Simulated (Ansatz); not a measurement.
Species: C$_{4}$H$_{6}$, SMILES `C#CCC` (charge 0, multiplicity 1), formula C4H6.

### Question
How many basis functions does frozen-core CCSD(T)/cc-pVTZ // B3LYP-D3(BJ)/def2-TZVP in Ansatz (a program for electronic structure) use, how many core orbitals are frozen, and how many electrons are correlated?

### Answer
204 basis functions and 4 frozen orbitals, which leaves 22 correlated electrons. Core time is of the order of minutes.
